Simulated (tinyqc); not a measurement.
Inside a calculation (part 2 of 3). Method: CCSD on RHF in the sto-6g basis, for H3O+, spin multiplicity 1. Computed by tinyqc, a small Python program that keeps every step (integrals from PySCF). Command: `OMP_NUM_THREADS=1 python tinyqc.py 26792 26793 out.jsonl` (the two numbers bound the seeds that draw the settings). One thread of a shared host (Intel(R) Xeon(R) Processor @ 2.60GHz), about 0.4 s of CPU time with the checks.

Geometry (angstrom):
```
atom          x          y         z
O      0.000000   0.000000  0.020000
H      1.090000   0.000000  0.000000
H     -0.545000   0.944000  0.000000
H     -0.545000  -0.944000  0.000000
```

## Iteration 8 (converged): orbitals

converged F (hartree):
```
             1O 1s      1O 2s     1O 2px     1O 2py     1O 2pz      2H 1s      3H 1s      4H 1s
1O 1s   -21.040683  -5.085509  -0.000001   0.000000   0.001282  -0.904369  -0.904311  -0.904311
1O 2s    -5.085509  -2.779911  -0.000008   0.000000   0.005069  -0.975866  -0.975822  -0.975822
1O 2px   -0.000001  -0.000008  -0.796798   0.000000   0.000000  -0.584881   0.292424   0.292424
1O 2py    0.000000   0.000000   0.000000  -0.796794   0.000000   0.000000  -0.506512   0.506512
1O 2pz    0.001282   0.005069   0.000000   0.000000  -0.844880   0.013242   0.013241   0.013241
2H 1s    -0.904369  -0.975866  -0.584881   0.000000   0.013242  -0.721092  -0.257070  -0.257070
3H 1s    -0.904311  -0.975822   0.292424  -0.506512   0.013241  -0.257070  -0.721063  -0.257050
4H 1s    -0.904311  -0.975822   0.292424   0.506512   0.013241  -0.257070  -0.257050  -0.721063
```

X:
```
            1O 1s      1O 2s     1O 2px     1O 2py     1O 2pz      2H 1s      3H 1s      4H 1s
1O 1s    1.023064  -0.139091  -0.000001   0.000000   0.000304   0.016872   0.016871   0.016871
1O 2s   -0.139091   1.225686   0.000007   0.000000  -0.003211  -0.219579  -0.219565  -0.219565
1O 2px  -0.000001   0.000007   1.089239   0.000000   0.000000  -0.222736   0.111361   0.111361
1O 2py   0.000000   0.000000   0.000000   1.089236   0.000000   0.000000  -0.192887   0.192887
1O 2pz   0.000304  -0.003211   0.000000   0.000000   1.000050   0.003455   0.003455   0.003455
2H 1s    0.016872  -0.219579  -0.222736   0.000000   0.003455   1.135311  -0.046722  -0.046722
3H 1s    0.016871  -0.219565   0.111361  -0.192887   0.003455  -0.046722   1.135298  -0.046718
4H 1s    0.016871  -0.219565   0.111361   0.192887   0.003455  -0.046722  -0.046718   1.135298
```

Diagonalise F' = X^T F X, C = X C', fill 5 alpha and 5 beta electrons from the bottom; D = 2 C_occ C_occ^T. Each column has its largest component positive (the first on a tie).

F' = X^T F X (hartree):
```
            1          2          3          4          5          6          7          8
1  -20.709865  -2.527808  -0.000001   0.000000   0.001898  -0.127909  -0.127893  -0.127893
2   -2.527808  -1.617989   0.000005   0.000000  -0.002475  -0.426627  -0.426606  -0.426606
3   -0.000001   0.000005  -0.554200   0.000000   0.000000  -0.481088   0.240533   0.240533
4    0.000000   0.000000   0.000000  -0.554201   0.000000   0.000000  -0.416623   0.416623
5    0.001898  -0.002475   0.000000   0.000000  -0.844728   0.008929   0.008929   0.008929
6   -0.127909  -0.426627  -0.481088   0.000000   0.008929  -0.298274  -0.052623  -0.052623
7   -0.127893  -0.426606   0.240533  -0.416623   0.008929  -0.052623  -0.298280  -0.052618
8   -0.127893  -0.426606   0.240533   0.416623   0.008929  -0.052623  -0.052618  -0.298280
```

orbital energies (hartree): MO1 -21.043697, MO2 -1.676840, MO3 -1.008989, MO4 -1.008986, MO5 -0.844960, MO6 -0.010605, MO7 0.209124, MO8 0.209137

coefficients C:
```
              MO1        MO2        MO3        MO4        MO5        MO6        MO7        MO8
1O 1s    0.996737  -0.230186   0.000004   0.000000  -0.003551  -0.142752   0.000000   0.000011
1O 2s    0.015130   0.896637  -0.000020   0.000000   0.018771   0.928308   0.000000  -0.000081
1O 2px   0.000000   0.000008   0.695573   0.000000   0.000001  -0.000046   0.000000  -0.881495
1O 2py   0.000000   0.000000   0.000000   0.695573   0.000000   0.000000   0.881491   0.000000
1O 2pz  -0.000112  -0.006047  -0.000001   0.000000   0.999753  -0.024570   0.000000   0.000002
2H 1s   -0.002537   0.097684   0.413398   0.000000  -0.007200  -0.632979   0.000000   0.900144
3H 1s   -0.002537   0.097678  -0.206699   0.358012  -0.007201  -0.633063  -0.779496  -0.450001
4H 1s   -0.002537   0.097678  -0.206699  -0.358012  -0.007201  -0.633063   0.779496  -0.450001
```

D after iteration 8:
```
            1O 1s      1O 2s     1O 2px     1O 2py     1O 2pz      2H 1s      3H 1s      4H 1s
1O 1s    2.092965  -0.382758   0.000001   0.000000  -0.004540  -0.049974  -0.049975  -0.049975
1O 2s   -0.382758   1.609078  -0.000013   0.000000   0.026685   0.174810   0.174824   0.174824
1O 2px   0.000001  -0.000013   0.967643   0.000000   0.000000   0.575098  -0.287546  -0.287546
1O 2py   0.000000   0.000000   0.000000   0.967643   0.000000   0.000000   0.498046  -0.498046
1O 2pz  -0.004540   0.026685   0.000000   0.000000   1.999087  -0.015578  -0.015578  -0.015578
2H 1s   -0.049974   0.174810   0.575098   0.000000  -0.015578   0.360996  -0.151698  -0.151698
3H 1s   -0.049975   0.174824  -0.287546   0.498046  -0.015578  -0.151698   0.360992  -0.151698
4H 1s   -0.049975   0.174824  -0.287546  -0.498046  -0.015578  -0.151698  -0.151698   0.360992
```

Within a degenerate level the vectors are fixed only up to a rotation; this is one choice.

## Convergence

Stop when the energy changes by less than 1e-10 hartree and every element of the error matrix X^T (F D S - S D F) X is below 3e-06.

Course of the cycle:
```
iteration   E (hartree)     change  largest element of the error matrix
1          -74.13100186          -                             6.70e-01
2          -75.94295460  -1.81e+00                             2.36e-01
3          -76.00806659  -6.51e-02                             1.27e-02
4          -76.00825677  -1.90e-04                             2.08e-03
5          -76.00825892  -2.15e-06                             4.04e-04
6          -76.00825932  -3.98e-07                             8.38e-05
7          -76.00825934  -3.00e-08                             8.21e-07
8          -76.00825934  -3.41e-13                             1.10e-09
```

PySCF RHF in the same basis = -76.00825934 hartree

Converged in 8 iterations.

## Integrals over molecular orbitals

core Hamiltonian H = T + V (hartree):
```
             1O 1s      1O 2s     1O 2px     1O 2py     1O 2pz      2H 1s      3H 1s      4H 1s
1O 1s   -33.387299  -7.383894  -0.000001   0.000000   0.000697  -1.312230  -1.312145  -1.312145
1O 2s    -7.383894  -9.605323  -0.000010   0.000000   0.008038  -3.102091  -3.101941  -3.101941
1O 2px   -0.000001  -0.000010  -7.962361   0.000000   0.000000  -2.273187   1.136518   1.136518
1O 2py    0.000000   0.000000   0.000000  -7.962360   0.000000   0.000000  -1.968579   1.968579
1O 2pz    0.000697   0.008038   0.000000   0.000000  -7.823942   0.043630   0.043627   0.043627
2H 1s    -1.312230  -3.102091  -2.273187   0.000000   0.043630  -4.831029  -0.924017  -0.924017
3H 1s    -1.312145  -3.101941   1.136518  -1.968579   0.043627  -0.924017  -4.830933  -0.923946
4H 1s    -1.312145  -3.101941   1.136518   1.968579   0.043627  -0.924017  -0.923946  -4.830933
```

Given earlier and not repeated: Two-electron integrals (ij|kl) in chemists' order.

(pq|rs) = sum C_ip C_jq C_kr C_ls (ij|kl), one index at a time.

one-electron integrals over orbitals h = C^T H C (hartree):
```
            1          2          3          4          5          6          7          8
1  -33.374183   0.583346  -0.000009   0.000000   0.008370   0.360658   0.000000  -0.000028
2    0.583346  -8.088120   0.000007   0.000000  -0.014457  -1.411889   0.000000   0.000124
3   -0.000009   0.000007  -6.814803   0.000000   0.000001   0.000139   0.000000   1.809184
4    0.000000   0.000000   0.000000  -6.814781   0.000000   0.000000  -1.809202   0.000000
5    0.008370  -0.014457   0.000001   0.000000  -7.823216   0.045115   0.000000  -0.000001
6    0.360658  -1.411889   0.000139   0.000000   0.045115  -4.805387   0.000000  -0.000021
7    0.000000   0.000000   0.000000  -1.809202   0.000000   0.000000  -5.524253   0.000000
8   -0.000028   0.000124   1.809184   0.000000  -0.000001  -0.000021   0.000000  -5.524265
```

Two-electron integrals over orbitals (pq|rs), unique and non-zero (hartree):
```
(11|11) 4.762464    (21|11) -0.443565   (21|21) 0.066452    (22|11) 1.041937
(22|21) -0.017496   (22|22) 0.720930    (31|11) 0.000007    (31|21) -8.95e-07
(31|22) 8.16e-07    (31|31) 0.013914    (32|11) -3.42e-06   (32|21) 4.67e-07
(32|22) 2.55e-06    (32|31) 0.020466    (32|32) 0.134094    (33|11) 0.842806
(33|21) -0.006154   (33|22) 0.643377    (33|31) 0.002237    (33|32) 0.033934
(33|33) 0.642537    (41|41) 0.013914    (42|41) 0.020466    (42|42) 0.134092
(43|41) -0.002237   (43|42) -0.033937   (43|43) 0.041517    (44|11) 0.842803
(44|21) -0.006154   (44|22) 0.643373    (44|31) -0.002237   (44|32) -0.033937
(44|33) 0.559503    (44|44) 0.642534    (51|11) -0.006936   (51|21) 0.000879
(51|22) -0.000745   (51|31) -2.19e-08   (51|33) -0.000201   (51|44) -0.000201
(51|51) 0.026691    (52|11) 0.004309    (52|21) -0.000432   (52|22) -0.000634
(52|32) -1.18e-08   (52|33) 0.000420    (52|44) 0.000420    (52|51) 0.033553
(52|52) 0.153987    (53|11) -2.87e-07   (53|21) 1.28e-08    (53|22) -1.01e-07
(53|31) 0.000200    (53|32) 0.000070    (53|33) -0.000443   (53|44) 0.000443
(53|51) -5.11e-07   (53|52) -1.79e-06   (53|53) 0.031651    (54|41) 0.000200
(54|42) 0.000070    (54|43) 0.000443    (54|54) 0.031651    (55|11) 1.116952
(55|21) -0.011591   (55|22) 0.760800    (55|31) 1.80e-07    (55|32) -1.63e-06
(55|33) 0.646541    (55|44) 0.646539    (55|51) 0.000828    (55|52) 0.005815
(55|53) -2.37e-07   (55|55) 0.880573    (61|11) -0.289125   (61|21) 0.043823
(61|22) -0.011304   (61|31) -1.56e-06   (61|32) -1.08e-06   (61|33) -0.003930
(61|44) -0.003930   (61|51) 0.000075    (61|52) -0.000893   (61|55) -0.006937
(61|61) 0.028928    (62|11) 0.328717    (62|21) -0.011587   (62|22) 0.135383
(62|31) -6.66e-07   (62|32) -4.64e-06   (62|33) 0.091804    (62|44) 0.091803
(62|51) -0.000895   (62|52) -0.001831   (62|53) -8.52e-08   (62|55) 0.167905
(62|61) -0.007348   (62|62) 0.068435    (63|11) -0.000028   (63|21) 6.36e-07
(63|22) -0.000014   (63|31) 0.006147    (63|32) -0.014814   (63|33) -0.029148
(63|44) 0.029127    (63|51) 6.30e-09    (63|52) -1.48e-07   (63|53) 0.000602
(63|55) -0.000016   (63|61) -1.36e-08   (63|62) -0.000008   (63|63) 0.059548
(64|41) 0.006147    (64|42) -0.014819   (64|43) 0.029139    (64|54) 0.000602
(64|64) 0.059557    (65|11) -0.009030   (65|21) -0.000047   (65|22) -0.005496
(65|31) -2.59e-08   (65|32) -1.54e-07   (65|33) -0.003011   (65|44) -0.003011
(65|51) 0.018623    (65|52) 0.069761    (65|53) -2.47e-06   (65|55) -0.004569
(65|61) -0.000384   (65|62) -0.003704   (65|63) 3.27e-07    (65|65) 0.036244
(66|11) 0.606284    (66|21) -0.007773   (66|22) 0.483241    (66|31) -1.28e-06
(66|32) -0.000012   (66|33) 0.474949    (66|44) 0.474962    (66|51) -0.001036
(66|52) -0.003752   (66|53) 2.02e-07    (66|55) 0.484312    (66|61) -0.004908
(66|62) 0.029910    (66|63) 0.000006    (66|65) -0.002573   (66|66) 0.440619
(71|41) 0.015844    (71|42) 0.022184    (71|43) -0.002196   (71|54) 0.000229
(71|64) 0.006744    (71|71) 0.018064    (72|41) 0.015347    (72|42) 0.056548
(72|43) 0.008991    (72|54) 0.001039    (72|64) 0.035750    (72|71) 0.016776
(72|72) 0.056155    (73|41) 0.002440    (73|42) 0.036133    (73|43) -0.005905
(73|54) -0.000476   (73|64) -0.028964   (73|71) 0.002843    (73|72) 0.000269
(73|73) 0.033547    (74|11) 0.376746    (74|21) -0.006802   (74|22) 0.177652
(74|31) 0.002441    (74|32) 0.036133    (74|33) 0.133786    (74|44) 0.121977
(74|51) 0.000026    (74|52) 0.002233    (74|53) -0.000476   (74|55) 0.200380
(74|61) -0.004222   (74|62) 0.085720    (74|63) -0.028968   (74|65) -0.002399
(74|66) 0.033702    (74|74) 0.150323    (75|41) 0.000348    (75|42) 0.002274
(75|43) -0.000824   (75|54) 0.023417    (75|64) -0.001168   (75|71) 0.000390
(75|72) 0.000705    (75|73) 0.000903    (75|75) 0.020499    (76|41) 0.012351
(76|42) 0.098719    (76|43) -0.046315   (76|54) -0.001158   (76|64) -0.059592
(76|71) 0.013628    (76|72) 0.008713    (76|73) 0.051831    (76|75) 0.002068
(76|76) 0.128837    (77|11) 0.776791    (77|21) -0.007699   (77|22) 0.569764
(77|31) -0.000564   (77|32) -0.029880   (77|33) 0.505438    (77|44) 0.581306
(77|51) -0.000140   (77|52) 0.000368    (77|53) 0.000765    (77|55) 0.572684
(77|61) -0.004708   (77|62) 0.068056    (77|63) 0.045109    (77|65) -0.001891
(77|66) 0.464425    (77|74) 0.070994    (77|77) 0.565681    (81|11) 0.000023
(81|21) -3.67e-06   (81|22) 3.05e-07    (81|31) -0.015844   (81|32) -0.022184
(81|33) -0.002195   (81|44) 0.002196    (81|51) -2.38e-08   (81|52) 4.46e-08
(81|53) -0.000229   (81|55) 5.27e-07    (81|61) -1.32e-06   (81|62) 1.50e-06
(81|63) -0.006745   (81|65) 4.22e-08    (81|66) 1.94e-06    (81|74) -0.002843
(81|77) 0.000522    (81|81) 0.018064    (82|11) -0.000029   (82|21) 8.05e-07
(82|22) -0.000013   (82|31) -0.015347   (82|32) -0.056546   (82|33) 0.008986
(82|44) -0.009001   (82|51) 4.91e-08    (82|52) 2.59e-08    (82|53) -0.001039
(82|55) -0.000014   (82|61) 1.55e-06    (82|62) -2.81e-06   (82|63) -0.035751
(82|65) 2.82e-07    (82|66) -2.43e-06   (82|74) -0.000276   (82|77) -0.018547
(82|81) 0.016776    (82|82) 0.056155    (83|11) -0.376744   (83|21) 0.006802
(83|22) -0.177648   (83|31) 0.002440    (83|32) 0.036139    (83|33) -0.121974
(83|44) -0.133786   (83|51) -0.000026   (83|52) -0.002233   (83|53) -0.000476
(83|55) -0.200378   (83|61) 0.004221    (83|62) -0.085721   (83|63) -0.028954
(83|65) 0.002398    (83|66) -0.033715   (83|74) -0.084874   (83|77) -0.106427
(83|81) -0.002843   (83|82) -0.000260   (83|83) 0.150327    (84|41) -0.002441
(84|42) -0.036134   (84|43) 0.005903    (84|54) 0.000476    (84|64) 0.028960
(84|71) -0.002844   (84|72) -0.000272   (84|73) -0.031899   (84|75) -0.000903
(84|76) -0.051829   (84|84) 0.033544    (85|11) 2.37e-07    (85|21) 6.72e-09
(85|22) 1.28e-07    (85|31) -0.000348   (85|32) -0.002274   (85|33) -0.000824
(85|44) 0.000824    (85|51) -1.43e-06   (85|52) -0.000005   (85|53) -0.023417
(85|55) 4.03e-08    (85|61) 5.53e-08    (85|62) 2.28e-07    (85|63) 0.001168
(85|65) -1.51e-06   (85|66) 4.25e-07    (85|74) -0.000903   (85|77) 0.000984
(85|81) 0.000390    (85|82) 0.000705    (85|83) -0.000903   (85|85) 0.020499
(86|11) 3.88e-06    (86|21) 4.24e-08    (86|22) -3.56e-07   (86|31) -0.012351
(86|32) -0.098715   (86|33) -0.046305   (86|44) 0.046310    (86|51) 5.65e-08
(86|52) 2.05e-07    (86|53) 0.001158    (86|55) 1.88e-06    (86|61) 8.79e-07
(86|62) 2.26e-06    (86|63) 0.059578    (86|65) 2.88e-07    (86|66) 0.000018
(86|74) -0.051827   (86|77) 0.063186    (86|81) 0.013628    (86|82) 0.008714
(86|83) -0.051836   (86|85) 0.002068    (86|86) 0.128818    (87|41) 0.000563
(87|42) 0.029873    (87|43) -0.037932   (87|54) -0.000765   (87|64) -0.045116
(87|71) 0.000521    (87|72) -0.018541   (87|73) 0.017712    (87|75) 0.000984
(87|76) 0.063184    (87|84) -0.017710   (87|87) 0.048926    (88|11) 0.776794
(88|21) -0.007699   (88|22) 0.569768    (88|31) 0.000566    (88|32) 0.029894
(88|33) 0.581315    (88|44) 0.505432    (88|51) -0.000140   (88|52) 0.000368
(88|53) -0.000765   (88|55) 0.572686    (88|61) -0.004708   (88|62) 0.068057
(88|63) -0.045130   (88|65) -0.001892   (88|66) 0.464409    (88|74) 0.106433
(88|77) 0.467807    (88|81) -0.000524   (88|82) 0.018533    (88|83) -0.070983
(88|85) -0.000984   (88|86) -0.063200   (88|88) 0.565700
```

## CCSD: starting amplitudes

t_ij^ab = <ij||ab> / (e_i + e_j - e_a - e_b), whose energy is MP2.

Starting amplitudes (spin orbitals 1a, 1b, ...; amplitudes related by a flip of all spins are not repeated; the 24 largest):
```
from      to          t
3a 3b  8a 8b  -0.061704
4a 4b  7a 7b  -0.061704
3a 4b  7b 8a  -0.034838
4a 4b  6a 6b  -0.029827
3a 3b  6a 6b  -0.029822
2a 4b  6a 7b  -0.029719
2a 3b  6a 8b   0.029719
3a 4a  7a 8a  -0.021745
5a 5b  6a 6b  -0.021720
2a 2b  6a 6b  -0.020536
2a 4a  6a 7a  -0.017325
2a 3a  6a 8a   0.017324
2a 2b  7a 7b  -0.014888
2a 2b  8a 8b  -0.014887
3a 3b  7a 7b  -0.013770
4a 4b  8a 8b  -0.013769
3a 4b  7a 8b   0.013093
3a 4b  6a 7b   0.013069
3a 4b  6b 7a  -0.013068
4a 4b  6a 8b  -0.013066
3a 3b  6a 8b   0.013063
2a 3b  6b 8a  -0.012395
2a 4b  6b 7a   0.012394
5a 5b  7a 7b  -0.009724
```

correlation energy = -0.05495238 hartree

## CCSD: amplitude update 1

t_i^a D_i^a and t_ij^ab D_ij^ab are set to the remaining terms of the spin-orbital equations, evaluated with the old amplitudes; for the doubles these are <ij||ab> + 1/2 <ab||ef> t_ij^ef + 1/2 <mn||ij> t_mn^ab + P(ij)P(ab) <mb||ej> t_im^ae + terms in t^2 + terms with t1, D the orbital-energy denominators.

Amplitudes after update 1 (spin orbitals 1a, 1b, ...; amplitudes related by a flip of all spins are not repeated; the 24 largest):
```
from      to          t
3a 3b  8a 8b  -0.076513
4a 4b  7a 7b  -0.076512
3a 4b  7b 8a  -0.040346
4a 4b  6a 6b  -0.038588
3a 3b  6a 6b  -0.038582
2a 4b  6a 7b  -0.035646
2a 3b  6a 8b   0.035646
5a 5b  6a 6b  -0.024038
3a 4a  7a 8a  -0.020311
2a 2b  6a 6b  -0.020138
3a 4b  7a 8b   0.020035
2a 3b  6b 8a  -0.018432
2a 4b  6b 7a   0.018432
3a 4b  6a 7b   0.017961
3a 4b  6b 7a  -0.017960
4a 4b  6a 8b  -0.017957
3a 3b  6a 8b   0.017954
2a 4a  6a 7a  -0.017215
2a 3a  6a 8a   0.017214
2a 2b  7a 7b  -0.016576
2a 2b  8a 8b  -0.016576
3a 3b  7a 7b  -0.016129
4a 4b  8a 8b  -0.016128
5a 5b  7a 7b  -0.009570
```

correlation energy = -0.06598802 hartree

## CCSD: amplitude update 2

As before.

Amplitudes after update 2 (spin orbitals 1a, 1b, ...; amplitudes related by a flip of all spins are not repeated; the 24 largest):
```
from      to          t
3a 3b  8a 8b  -0.081579
4a 4b  7a 7b  -0.081578
4a 4b  6a 6b  -0.042079
3a 3b  6a 6b  -0.042071
3a 4b  7b 8a  -0.041647
2a 4b  6a 7b  -0.037414
2a 3b  6a 8b   0.037413
5a 5b  6a 6b  -0.024975
3a 4b  7a 8b   0.023348
2a 3b  6b 8a  -0.020900
2a 4b  6b 7a   0.020900
2a 2b  6a 6b  -0.020478
3a 4b  6a 7b   0.019705
3a 4b  6b 7a  -0.019703
4a 4b  6a 8b  -0.019700
3a 3b  6a 8b   0.019697
3a 4a  7a 8a  -0.018299
2a 2b  7a 7b  -0.017141
2a 2b  8a 8b  -0.017141
3a 3b  7a 7b  -0.016580
4a 4b  8a 8b  -0.016578
2a 4a  6a 7a  -0.016514
2a 3a  6a 8a   0.016514
4a        7a  -0.011305
```

correlation energy = -0.06944793 hartree

## CCSD: amplitude update 3

t_i^a D_i^a and t_ij^ab D_ij^ab are set to the remaining terms of the spin-orbital equations, evaluated with the old amplitudes; for the doubles these are <ij||ab> + 1/2 <ab||ef> t_ij^ef + 1/2 <mn||ij> t_mn^ab + P(ij)P(ab) <mb||ej> t_im^ae + terms in t^2 + terms with t1, D the orbital-energy denominators. DIIS then mixes the stored amplitudes.

DIIS coefficients: -0.620116  1.620116

Amplitudes after update 3 (spin orbitals 1a, 1b, ...; amplitudes related by a flip of all spins are not repeated; the 24 largest):
```
from      to          t
3a 3b  8a 8b  -0.084702
4a 4b  7a 7b  -0.084701
4a 4b  6a 6b  -0.044163
3a 3b  6a 6b  -0.044156
3a 4b  7b 8a  -0.042322
2a 4b  6a 7b  -0.038403
2a 3b  6a 8b   0.038402
3a 4b  7a 8b   0.025796
5a 5b  6a 6b  -0.025513
2a 4b  6b 7a   0.022534
2a 3b  6b 8a  -0.022534
2a 2b  6a 6b  -0.020896
3a 4b  6a 7b   0.020656
3a 4b  6b 7a  -0.020655
4a 4b  6a 8b  -0.020651
3a 3b  6a 8b   0.020647
2a 2b  7a 7b  -0.017447
2a 2b  8a 8b  -0.017447
3a 3b  7a 7b  -0.016580
4a 4b  8a 8b  -0.016578
3a 4a  7a 8a  -0.016525
2a 4a  6a 7a  -0.015868
2a 3a  6a 8a   0.015868
4a        7a  -0.012569
```

correlation energy = -0.07141438 hartree
